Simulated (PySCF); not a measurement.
**Stationary points of [ClH4]+**

Computed with PBE0/[Cl def2-TZVP, H def2-TZVP], no relativity, density fitting, PySCF.

Relaxations began from a few typed shapes. The search is not exhaustive: other isomers or separated fragments can lie lower, and high-lying points may rest on an excited occupation.

```csv
spin,group,bonds,angles,imaginary modes (cm⁻¹),ΔE (kJ/mol),ΔE with ZPE (kJ/mol)
singlet,D4h,Cl–H 1.363 Å (×4),"H–Cl–H 90.0° (×4), H–Cl–H 180.0° (×2)",none,0.0,0.0
singlet,Td,Cl–H 1.678 Å (×4),H–Cl–H 109.5° (×6),5 found,421.3,–
```

The lowest minimum found is the singlet D4h: Cl–H 1.363 Å (×4); H–Cl–H 90.0° (×4), H–Cl–H 180.0° (×2).

Counting electrons, chlorine keeps 2 of its valence electrons outside its bonds, so the VSEPR class is AX4E1 and the expected shape is see-saw (C2v). The calculation gives D4h instead.
